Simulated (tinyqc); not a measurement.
Worked calculation (part 1 of 2): RHF in the sto-3g basis, for H2O, spin multiplicity 1. Computed by tinyqc, a small Python program that keeps every step (integrals from PySCF). Settings: charge = 0, multiplicity = 1, basis = sto-3g, energy threshold = 1e-09, iteration cap = 82, orthogonalisation = symmetric, start = core, DIIS depth = 4, DIIS from iteration = 3, damping = 0.7, method = RHF. Command: `OMP_NUM_THREADS=1 python tinyqc.py 20324 20325 out.jsonl` (the two numbers bound the seeds that draw the settings). One thread of a shared host (Intel(R) Xeon(R) Processor @ 2.60GHz), about 0.09 s of CPU time with the checks. Later iterations appear only in the table of the cycle.

## One-electron integrals

Geometry (angstrom):
```
atom        x         y        z
O     0.00000   0.00000  0.00000
H     0.00000   0.94400  0.62100
H     0.00000  -0.94400  0.62100
```

Basis sto-3g: exponents (1/bohr^2) and contraction coefficients of normalised primitives:
```
element  l (shell)   exponent  coefficient
O            s (1)  130.70932      0.15433
O            s (1)   23.80886      0.53533
O            s (1)    6.44361      0.44463
O            s (2)    5.03315     -0.09997
O            s (2)    1.16960      0.39951
O            s (2)    0.38039      0.70012
O            p (3)    5.03315      0.15592
O            p (3)    1.16960      0.60768
O            p (3)    0.38039      0.39196
H            s (1)    3.42525      0.15433
H            s (1)    0.62391      0.53533
H            s (1)    0.16886      0.44463
```

Overlap, kinetic and nuclear-attraction integrals over the contracted functions; the nuclear repulsion is the sum of Za Zb / Rab.

nuclear repulsion = 7.7734201 hartree

overlap S, order 1O 1s, 1O 2s, 1O 2px, 1O 2py, 1O 2pz, 2H 1s, 3H 1s:
```
[[1.00000, 0.23670, 0.00000, 0.00000, 0.00000, 0.03577, 0.03577],
 [0.23670, 1.00000, 0.00000, 0.00000, 0.00000, 0.36893, 0.36893],
 [0.00000, 0.00000, 1.00000, 0.00000, 0.00000, 0.00000, 0.00000],
 [0.00000, 0.00000, 0.00000, 1.00000, 0.00000, 0.27499, -0.27499],
 [0.00000, 0.00000, 0.00000, 0.00000, 1.00000, 0.18090, 0.18090],
 [0.03577, 0.36893, 0.00000, 0.27499, 0.18090, 1.00000, 0.14288],
 [0.03577, 0.36893, 0.00000, -0.27499, 0.18090, 0.14288, 1.00000]]
```

kinetic energy T (hartree), order 1O 1s, 1O 2s, 1O 2px, 1O 2py, 1O 2pz, 2H 1s, 3H 1s:
```
[[29.00320, -0.16801, 0.00000, 0.00000, 0.00000, -0.00878, -0.00878],
 [-0.16801, 0.80813, 0.00000, 0.00000, 0.00000, 0.06081, 0.06081],
 [0.00000, 0.00000, 2.52873, 0.00000, 0.00000, 0.00000, 0.00000],
 [0.00000, 0.00000, 0.00000, 2.52873, 0.00000, 0.14152, -0.14152],
 [0.00000, 0.00000, 0.00000, 0.00000, 2.52873, 0.09310, 0.09310],
 [-0.00878, 0.06081, 0.00000, 0.14152, 0.09310, 0.76003, -0.00833],
 [-0.00878, 0.06081, 0.00000, -0.14152, 0.09310, -0.00833, 0.76003]]
```

nuclear attraction V (hartree), order 1O 1s, 1O 2s, 1O 2px, 1O 2py, 1O 2pz, 2H 1s, 3H 1s:
```
[[-61.55510, -7.40479, 0.00000, 0.00000, -0.01224, -1.14528, -1.14528],
 [-7.40479, -9.98461, 0.00000, 0.00000, -0.15042, -2.80781, -2.80781],
 [0.00000, 0.00000, -9.85539, 0.00000, 0.00000, 0.00000, 0.00000],
 [0.00000, 0.00000, 0.00000, -9.97270, 0.00000, -1.84137, 1.84137],
 [-0.01224, -0.15042, 0.00000, 0.00000, -9.90616, -1.24731, -1.24731],
 [-1.14528, -2.80781, 0.00000, -1.84137, -1.24731, -5.18428, -0.84014],
 [-1.14528, -2.80781, 0.00000, 1.84137, -1.24731, -0.84014, -5.18428]]
```

core Hamiltonian H = T + V (hartree), order 1O 1s, 1O 2s, 1O 2px, 1O 2py, 1O 2pz, 2H 1s, 3H 1s:
```
[[-32.55190, -7.57280, 0.00000, 0.00000, -0.01224, -1.15406, -1.15406],
 [-7.57280, -9.17649, 0.00000, 0.00000, -0.15042, -2.74700, -2.74700],
 [0.00000, 0.00000, -7.32666, 0.00000, 0.00000, 0.00000, 0.00000],
 [0.00000, 0.00000, 0.00000, -7.44397, 0.00000, -1.69985, 1.69985],
 [-0.01224, -0.15042, 0.00000, 0.00000, -7.37743, -1.15422, -1.15422],
 [-1.15406, -2.74700, 0.00000, -1.69985, -1.15422, -4.42425, -0.84847],
 [-1.15406, -2.74700, 0.00000, 1.69985, -1.15422, -0.84847, -4.42425]]
```

## Two-electron integrals

Functions are numbered as in S; the eight-fold symmetry (ij|kl) = (ji|kl) = (kl|ij) leaves the list below.

Two-electron integrals (ij|kl) in chemists' order, unique and non-zero (hartree):
```
(11|11) 4.78507    (21|11) 0.74138    (21|21) 0.13687    (22|11) 1.11895
(22|21) 0.25663    (22|22) 0.81721    (31|31) 0.02448    (32|31) 0.03781
(32|32) 0.18052    (33|11) 1.11581    (33|21) 0.25668    (33|22) 0.81702
(33|33) 0.88016    (41|41) 0.02448    (42|41) 0.03781    (42|42) 0.18052
(43|43) 0.04744    (44|11) 1.11581    (44|21) 0.25668    (44|22) 0.81702
(44|33) 0.78527    (44|44) 0.88016    (51|51) 0.02448    (52|51) 0.03781
(52|52) 0.18052    (53|53) 0.04744    (54|54) 0.04744    (55|11) 1.11581
(55|21) 0.25668    (55|22) 0.81702    (55|33) 0.78527    (55|44) 0.78527
(55|55) 0.88016    (61|11) 0.11336    (61|21) 0.02077    (61|22) 0.03875
(61|33) 0.03867    (61|41) 0.00079    (61|42) 0.00149    (61|44) 0.03884
(61|51) 0.00052    (61|52) 0.00098    (61|54) 0.00011    (61|55) 0.03875
(61|61) 0.00319    (62|11) 0.29665    (62|21) 0.06898    (62|22) 0.24577
(62|33) 0.24144    (62|41) 0.00433    (62|42) 0.03414    (62|44) 0.25034
(62|51) 0.00285    (62|52) 0.02246    (62|54) 0.00585    (62|55) 0.24529
(62|61) 0.01069    (62|62) 0.09422    (63|31) 0.00696    (63|32) 0.04145
(63|43) 0.00695    (63|53) 0.00457    (63|63) 0.01291    (64|11) 0.18590
(64|21) 0.04376    (64|22) 0.16646    (64|33) 0.15904    (64|41) 0.00935
(64|42) 0.06314    (64|44) 0.17864    (64|51) 0.00157    (64|52) 0.01427
(64|54) 0.00832    (64|55) 0.16150    (64|61) 0.00706    (64|62) 0.07757
(64|64) 0.07604    (65|11) 0.12229    (65|21) 0.02879    (65|22) 0.10950
(65|33) 0.10462    (65|41) 0.00157    (65|42) 0.01427    (65|44) 0.10837
(65|51) 0.00800    (65|52) 0.05084    (65|54) 0.00942    (65|55) 0.11539
(65|61) 0.00464    (65|62) 0.05103    (65|64) 0.04153    (65|65) 0.04023
(66|11) 0.45937    (66|21) 0.10854    (66|22) 0.44519    (66|33) 0.42786
(66|41) 0.00826    (66|42) 0.09144    (66|44) 0.46376    (66|51) 0.00543
(66|52) 0.06015    (66|54) 0.02362    (66|55) 0.44340    (66|61) 0.01694
(66|62) 0.22215    (66|64) 0.20871    (66|65) 0.13730    (66|66) 0.77461
(71|11) 0.11336    (71|21) 0.02077    (71|22) 0.03875    (71|33) 0.03867
(71|41) -0.00079   (71|42) -0.00149   (71|44) 0.03884    (71|51) 0.00052
(71|52) 0.00098    (71|54) -0.00011   (71|55) 0.03875    (71|61) 0.00314
(71|62) 0.01031    (71|64) 0.00627    (71|65) 0.00448    (71|66) 0.01619
(71|71) 0.00319    (72|11) 0.29665    (72|21) 0.06898    (72|22) 0.24577
(72|33) 0.24144    (72|41) -0.00433   (72|42) -0.03414   (72|44) 0.25034
(72|51) 0.00285    (72|52) 0.02246    (72|54) -0.00585   (72|55) 0.24529
(72|61) 0.01031    (72|62) 0.07317    (72|64) 0.04216    (72|65) 0.03841
(72|66) 0.13724    (72|71) 0.01069    (72|72) 0.09422    (73|31) 0.00696
(73|32) 0.04145    (73|43) -0.00695   (73|53) 0.00457    (73|63) 0.00960
(73|73) 0.01291    (74|11) -0.18590   (74|21) -0.04376   (74|22) -0.16646
(74|33) -0.15904   (74|41) 0.00935    (74|42) 0.06314    (74|44) -0.17864
(74|51) -0.00157   (74|52) -0.01427   (74|54) 0.00832    (74|55) -0.16150
(74|61) -0.00627   (74|62) -0.04216   (74|64) -0.01525   (74|65) -0.02171
(74|66) -0.07288   (74|71) -0.00706   (74|72) -0.07757   (74|74) 0.07604
(75|11) 0.12229    (75|21) 0.02879    (75|22) 0.10950    (75|33) 0.10462
(75|41) -0.00157   (75|42) -0.01427   (75|44) 0.10837    (75|51) 0.00800
(75|52) 0.05084    (75|54) -0.00942   (75|55) 0.11539    (75|61) 0.00448
(75|62) 0.03841    (75|64) 0.02171    (75|65) 0.02946    (75|66) 0.07822
(75|71) 0.00464    (75|72) 0.05103    (75|74) -0.04153   (75|75) 0.04023
(76|11) 0.08441    (76|21) 0.01980    (76|22) 0.07632    (76|33) 0.07466
(76|44) 0.07639    (76|51) 0.00130    (76|52) 0.01212    (76|55) 0.07782
(76|61) 0.00303    (76|62) 0.02844    (76|64) 0.02045    (76|65) 0.01735
(76|66) 0.06892    (76|71) 0.00303    (76|72) 0.02844    (76|74) -0.02045
(76|75) 0.01735    (76|76) 0.01073    (77|11) 0.45937    (77|21) 0.10854
(77|22) 0.44519    (77|33) 0.42786    (77|41) -0.00826   (77|42) -0.09144
(77|44) 0.46376    (77|51) 0.00543    (77|52) 0.06015    (77|54) -0.02362
(77|55) 0.44340    (77|61) 0.01619    (77|62) 0.13724    (77|64) 0.07288
(77|65) 0.07822    (77|66) 0.27886    (77|71) 0.01694    (77|72) 0.22215
(77|74) -0.20871   (77|75) 0.13730    (77|76) 0.06892    (77|77) 0.77461
```

## Orthogonalisation

S = U s U^T; symmetric (Loewdin) form X = U s^(-1/2) U^T, so that X^T S X = 1.

eigenvalues of S: [0.45434, 0.53315, 0.89419, 1.00000, 1.09020, 1.32397, 1.70416]

X, order 1O 1s, 1O 2s, 1O 2px, 1O 2py, 1O 2pz, 2H 1s, 3H 1s:
```
[[1.02354, -0.13585, 0.00000, 0.00000, -0.00628, 0.01859, 0.01859],
 [-0.13585, 1.14555, 0.00000, 0.00000, 0.05922, -0.21194, -0.21194],
 [0.00000, 0.00000, 1.00000, 0.00000, 0.00000, 0.00000, 0.00000],
 [0.00000, 0.00000, 0.00000, 1.07410, 0.00000, -0.17402, 0.17402],
 [-0.00628, 0.05922, 0.00000, 0.00000, 1.02837, -0.10191, -0.10191],
 [0.01859, -0.21194, 0.00000, -0.17402, -0.10191, 1.11596, -0.04855],
 [0.01859, -0.21194, 0.00000, 0.17402, -0.10191, -0.04855, 1.11596]]
```

## Starting guess

The start is the orbitals of the core Hamiltonian; D = 2 C_occ C_occ^T.

D at the start, order 1O 1s, 1O 2s, 1O 2px, 1O 2py, 1O 2pz, 2H 1s, 3H 1s:
```
[[2.12927, -0.56491, 0.00000, 0.00000, -0.03254, 0.06398, 0.06398],
 [-0.56491, 2.46411, 0.00000, 0.00000, 0.18716, -0.27362, -0.27362],
 [0.00000, 0.00000, 2.00000, 0.00000, 0.00000, 0.00000, 0.00000],
 [0.00000, 0.00000, 0.00000, 2.25649, 0.00000, -0.29211, 0.29211],
 [-0.03254, 0.18716, 0.00000, 0.00000, 2.09837, -0.17137, -0.17137],
 [0.06398, -0.27362, 0.00000, -0.29211, -0.17137, 0.07908, 0.00345],
 [0.06398, -0.27362, 0.00000, 0.29211, -0.17137, 0.00345, 0.07908]]
```

## Iteration 1: building the Fock matrix

J_ij = sum D_kl (ij|kl), K_ij = sum D_kl (ik|jl); F = H + J - 0.5 K; E = tr D H + tr D J / 2 - 0.25 tr D K + E_nn.

Coulomb J (hartree), order 1O 1s, 1O 2s, 1O 2px, 1O 2py, 1O 2pz, 2H 1s, 3H 1s:
```
[[18.67564, 3.56377, 0.00000, 0.00000, 0.00312, 0.54105, 0.54105],
 [3.56377, 8.84065, 0.00000, 0.00000, -0.00115, 2.56908, 2.56908],
 [0.00000, 0.00000, 8.83544, 0.00000, 0.00000, 0.00000, 0.00000],
 [0.00000, 0.00000, 0.00000, 8.83030, 0.00000, 1.70546, -1.70546],
 [0.00312, -0.00115, 0.00000, 0.00000, 8.83280, 1.12067, 1.12067],
 [0.54105, 2.56908, 0.00000, 1.70546, 1.12067, 4.46023, 0.77969],
 [0.54105, 2.56908, 0.00000, -1.70546, 1.12067, 0.77969, 4.46023]]
```

exchange K (hartree), order 1O 1s, 1O 2s, 1O 2px, 1O 2py, 1O 2pz, 2H 1s, 3H 1s:
```
[[9.84941, 1.72052, 0.00000, 0.00000, 0.00119, 0.27638, 0.27638],
 [1.72052, 2.87113, 0.00000, 0.00000, 0.00403, 0.72142, 0.72142],
 [0.00000, 0.00000, 2.36842, 0.00000, 0.00000, 0.00000, 0.00000],
 [0.00000, 0.00000, 0.00000, 2.36551, 0.00000, 0.35632, -0.35632],
 [0.00119, 0.00403, 0.00000, 0.00000, 2.36593, 0.23362, 0.23362],
 [0.27638, 0.72142, 0.00000, 0.35632, 0.23362, 0.29252, 0.15757],
 [0.27638, 0.72142, 0.00000, -0.35632, 0.23362, 0.15757, 0.29252]]
```

Fock matrix F (hartree), order 1O 1s, 1O 2s, 1O 2px, 1O 2py, 1O 2pz, 2H 1s, 3H 1s:
```
[[-18.80096, -4.86929, 0.00000, 0.00000, -0.00972, -0.75120, -0.75120],
 [-4.86929, -1.77140, 0.00000, 0.00000, -0.15358, -0.53863, -0.53863],
 [0.00000, 0.00000, 0.32457, 0.00000, 0.00000, 0.00000, 0.00000],
 [0.00000, 0.00000, 0.00000, 0.20358, 0.00000, -0.17255, 0.17255],
 [-0.00972, -0.15358, 0.00000, 0.00000, 0.27240, -0.15035, -0.15035],
 [-0.75120, -0.53863, 0.00000, -0.17255, -0.15035, -0.11027, -0.14756],
 [-0.75120, -0.53863, 0.00000, 0.17255, -0.15035, -0.14756, -0.11027]]
```

total energy of this density = -73.3067928 hartree

This density is the starting one.

## Iteration 1: diagonalisation and new density

Diagonalise F' = X^T F X, C = X C', fill 5 alpha and 5 beta electrons from the bottom; D = 2 C_occ C_occ^T; the new density keeps 0.7 of the old one (damping). Each column has its largest component positive (the first on a tie).

F' = X^T F X (hartree):
```
[[-18.42701, -2.63059, 0.00000, 0.00000, -0.01890, -0.08379, -0.08379],
 [-2.63059, -0.75478, 0.00000, 0.00000, -0.05282, -0.29811, -0.29811],
 [0.00000, 0.00000, 0.32457, 0.00000, 0.00000, 0.00000, 0.00000],
 [0.00000, 0.00000, 0.00000, 0.36614, 0.00000, -0.27189, 0.27189],
 [-0.01890, -0.05282, 0.00000, 0.00000, 0.33492, -0.17131, -0.17131],
 [-0.08379, -0.29811, 0.00000, -0.27189, -0.17131, 0.14964, -0.05313],
 [-0.08379, -0.29811, 0.00000, 0.27189, -0.17131, -0.05313, 0.14964]]
```

orbital energies (hartree): [-18.81199, -0.62930, -0.10863, 0.16196, 0.32457, 0.52897, 0.67754]

coefficients C, order 1O 1s, 1O 2s, 1O 2px, 1O 2py, 1O 2pz, 2H 1s, 3H 1s:
```
[[0.99339, -0.22894, 0.00000, -0.14271, 0.00000, -0.08490, 0.00000],
 [0.02823, 0.82062, 0.00000, 0.69692, 0.00000, 0.51398, 0.00000],
 [0.00000, 0.00000, 0.00000, 0.00000, 1.00000, 0.00000, 0.00000],
 [0.00000, 0.00000, 0.48474, 0.00000, 0.00000, 0.00000, 0.98959],
 [0.00252, 0.15315, 0.00000, -0.56606, 0.00000, 0.85905, 0.00000],
 [-0.00523, 0.19563, 0.53038, -0.46802, 0.00000, -0.60662, -0.65348],
 [-0.00523, 0.19563, -0.53038, -0.46802, 0.00000, -0.60662, 0.65348]]
```

D after iteration 1, order 1O 1s, 1O 2s, 1O 2px, 1O 2py, 1O 2pz, 2H 1s, 3H 1s:
```
[[2.12625, -0.55101, 0.00000, 0.00000, 0.00615, 0.05487, 0.05487],
 [-0.55101, 2.42082, 0.00000, 0.00000, -0.03024, -0.29100, -0.29100],
 [0.00000, 0.00000, 2.00000, 0.00000, 0.00000, 0.00000, 0.00000],
 [0.00000, 0.00000, 0.00000, 1.72053, 0.00000, -0.05022, 0.05022],
 [0.00615, -0.03024, 0.00000, 0.00000, 1.67519, 0.05696, 0.05696],
 [0.05487, -0.29100, 0.00000, -0.05022, 0.05696, 0.37854, -0.01196],
 [0.05487, -0.29100, 0.00000, 0.05022, 0.05696, -0.01196, 0.37854]]
```

## Iteration 2: building the Fock matrix

As before.

Coulomb J (hartree), order 1O 1s, 1O 2s, 1O 2px, 1O 2py, 1O 2pz, 2H 1s, 3H 1s:
```
[[18.10250, 3.43551, 0.00000, 0.00000, 0.00040, 0.52161, 0.52161],
 [3.43551, 8.53225, 0.00000, 0.00000, 0.01758, 2.51125, 2.51125],
 [0.00000, 0.00000, 8.53586, 0.00000, 0.00000, 0.00000, 0.00000],
 [0.00000, 0.00000, 0.00000, 8.52307, 0.00000, 1.68107, -1.68107],
 [0.00040, 0.01758, 0.00000, 0.00000, 8.51421, 1.11112, 1.11112],
 [0.52161, 2.51125, 0.00000, 1.68107, 1.11112, 4.51556, 0.77214],
 [0.52161, 2.51125, 0.00000, -1.68107, 1.11112, 0.77214, 4.51556]]
```

exchange K (hartree), order 1O 1s, 1O 2s, 1O 2px, 1O 2py, 1O 2pz, 2H 1s, 3H 1s:
```
[[9.82367, 1.68949, 0.00000, 0.00000, 0.00282, 0.27083, 0.27083],
 [1.68949, 2.75745, 0.00000, 0.00000, -0.03226, 0.75608, 0.75608],
 [0.00000, 0.00000, 2.33128, 0.00000, 0.00000, 0.00000, 0.00000],
 [0.00000, 0.00000, 0.00000, 2.08859, 0.00000, 0.43148, -0.43148],
 [0.00282, -0.03226, 0.00000, 0.00000, 2.09507, 0.30416, 0.30416],
 [0.27083, 0.75608, 0.00000, 0.43148, 0.30416, 0.59480, 0.18303],
 [0.27083, 0.75608, 0.00000, -0.43148, 0.30416, 0.18303, 0.59480]]
```

Fock matrix F (hartree), order 1O 1s, 1O 2s, 1O 2px, 1O 2py, 1O 2pz, 2H 1s, 3H 1s:
```
[[-19.36123, -4.98203, 0.00000, 0.00000, -0.01326, -0.76786, -0.76786],
 [-4.98203, -2.02297, 0.00000, 0.00000, -0.11670, -0.61379, -0.61379],
 [0.00000, 0.00000, 0.04355, 0.00000, 0.00000, 0.00000, 0.00000],
 [0.00000, 0.00000, 0.00000, 0.03481, 0.00000, -0.23452, 0.23452],
 [-0.01326, -0.11670, 0.00000, 0.00000, 0.08925, -0.19518, -0.19518],
 [-0.76786, -0.61379, 0.00000, -0.23452, -0.19518, -0.20608, -0.16784],
 [-0.76786, -0.61379, 0.00000, 0.23452, -0.19518, -0.16784, -0.20608]]
```

total energy of this density = -73.7634726 hartree

This density is a damped mixture and is not idempotent.

## Iteration 2: diagonalisation and new density

As before.

F' = X^T F X (hartree):
```
[[-18.98772, -2.64805, 0.00000, 0.00000, -0.02801, -0.08470, -0.08470],
 [-2.64805, -0.99285, 0.00000, 0.00000, -0.00174, -0.31959, -0.31959],
 [0.00000, 0.00000, 0.04355, 0.00000, 0.00000, 0.00000, 0.00000],
 [0.00000, 0.00000, 0.00000, 0.21318, 0.00000, -0.30630, 0.30630],
 [-0.02801, -0.00174, 0.00000, 0.00000, 0.16310, -0.20282, -0.20282],
 [-0.08470, -0.31959, 0.00000, -0.30630, -0.20282, 0.08449, -0.05587],
 [-0.08470, -0.31959, 0.00000, 0.30630, -0.20282, -0.05587, 0.08449]]
```

orbital energies (hartree): [-19.37108, -0.84404, -0.25793, -0.04414, 0.04355, 0.47042, 0.61147]

coefficients C, order 1O 1s, 1O 2s, 1O 2px, 1O 2py, 1O 2pz, 2H 1s, 3H 1s:
```
[[0.99383, -0.23765, 0.00000, 0.11616, 0.00000, -0.09562, 0.00000],
 [0.02643, 0.87119, 0.00000, -0.58048, 0.00000, 0.57224, 0.00000],
 [0.00000, 0.00000, 0.00000, 0.00000, 1.00000, 0.00000, 0.00000],
 [0.00000, 0.00000, 0.54583, 0.00000, 0.00000, 0.00000, 0.95725],
 [0.00250, 0.11993, 0.00000, 0.66333, 0.00000, 0.79213, 0.00000],
 [-0.00489, 0.15783, 0.48837, 0.41318, 0.00000, -0.65550, -0.68544],
 [-0.00489, 0.15783, -0.48837, 0.41318, 0.00000, -0.65550, 0.68544]]
```

D after iteration 2, order 1O 1s, 1O 2s, 1O 2px, 1O 2py, 1O 2pz, 2H 1s, 3H 1s:
```
[[2.12298, -0.53463, 0.00000, 0.00000, 0.03492, 0.04179, 0.04179],
 [-0.53463, 2.35255, 0.00000, 0.00000, -0.18947, -0.26519, -0.26519],
 [0.00000, 0.00000, 2.00000, 0.00000, 0.00000, 0.00000, 0.00000],
 [0.00000, 0.00000, 0.00000, 1.38313, 0.00000, 0.12479, -0.12479],
 [0.03492, -0.18947, 0.00000, 0.00000, 1.44527, 0.21567, 0.21567],
 [0.04179, -0.26519, 0.00000, 0.12479, 0.21567, 0.52547, -0.03408],
 [0.04179, -0.26519, 0.00000, -0.12479, 0.21567, -0.03408, 0.52547]]
```

## Iteration 59 (converged): orbitals

converged F (hartree), order 1O 1s, 1O 2s, 1O 2px, 1O 2py, 1O 2pz, 2H 1s, 3H 1s:
```
[[-20.24529, -5.16171, 0.00000, 0.00000, -0.02468, -0.79463, -0.79463],
 [-5.16171, -2.39726, 0.00000, 0.00000, -0.05953, -0.75854, -0.75854],
 [0.00000, 0.00000, -0.38016, 0.00000, 0.00000, 0.00000, 0.00000],
 [0.00000, 0.00000, 0.00000, -0.21782, 0.00000, -0.36440, 0.36440],
 [-0.02468, -0.05953, 0.00000, 0.00000, -0.25864, -0.28926, -0.28926],
 [-0.79463, -0.75854, 0.00000, -0.36440, -0.28926, -0.38610, -0.20006],
 [-0.79463, -0.75854, 0.00000, 0.36440, -0.28926, -0.20006, -0.38610]]
```

Diagonalise F' = X^T F X, C = X C', fill 5 alpha and 5 beta electrons from the bottom; D = 2 C_occ C_occ^T. Each column has its largest component positive (the first on a tie).

F' = X^T F X (hartree):
```
[[-19.87127, -2.68385, 0.00000, 0.00000, -0.04980, -0.08139, -0.08139],
 [-2.68385, -1.31454, 0.00000, 0.00000, 0.09241, -0.38886, -0.38886],
 [0.00000, 0.00000, -0.38016, 0.00000, 0.00000, 0.00000, 0.00000],
 [0.00000, 0.00000, 0.00000, 0.00989, 0.00000, -0.39945, 0.39945],
 [-0.04980, 0.09241, 0.00000, 0.00000, -0.16047, -0.27229, -0.27229],
 [-0.08139, -0.38886, 0.00000, -0.39945, -0.27229, -0.02354, -0.05345],
 [-0.08139, -0.38886, 0.00000, 0.39945, -0.27229, -0.05345, -0.02354]]
```

orbital energies (hartree): [-20.25353, -1.19188, -0.54510, -0.41135, -0.38016, 0.43349, 0.58490]

coefficients C, order 1O 1s, 1O 2s, 1O 2px, 1O 2py, 1O 2pz, 2H 1s, 3H 1s:
```
[[0.99447, -0.24075, 0.00000, 0.08740, 0.00000, 0.11066, 0.00000],
 [0.02379, 0.89600, 0.00000, -0.44779, 0.00000, -0.64822, 0.00000],
 [0.00000, 0.00000, 0.00000, 0.00000, 1.00000, 0.00000, 0.00000],
 [0.00000, 0.00000, 0.59373, 0.00000, 0.00000, 0.00000, 0.92830],
 [0.00278, 0.07316, 0.00000, 0.76898, 0.00000, -0.69653, 0.00000],
 [-0.00440, 0.14176, 0.45294, 0.33031, 0.00000, 0.70435, -0.70935],
 [-0.00440, 0.14176, -0.45294, 0.33031, 0.00000, 0.70435, 0.70935]]
```

D after iteration 59, order 1O 1s, 1O 2s, 1O 2px, 1O 2py, 1O 2pz, 2H 1s, 3H 1s:
```
[[2.10914, -0.46238, 0.00000, 0.00000, 0.10473, -0.01927, -0.01927],
 [-0.46238, 2.00778, 0.00000, 0.00000, -0.55745, -0.04199, -0.04199],
 [0.00000, 0.00000, 2.00000, 0.00000, 0.00000, 0.00000, 0.00000],
 [0.00000, 0.00000, 0.00000, 0.70502, 0.00000, 0.53784, -0.53784],
 [0.10473, -0.55745, 0.00000, 0.00000, 1.19339, 0.52872, 0.52872],
 [-0.01927, -0.04199, 0.00000, 0.53784, 0.52872, 0.66874, -0.15187],
 [-0.01927, -0.04199, 0.00000, -0.53784, 0.52872, -0.15187, 0.66874]]
```
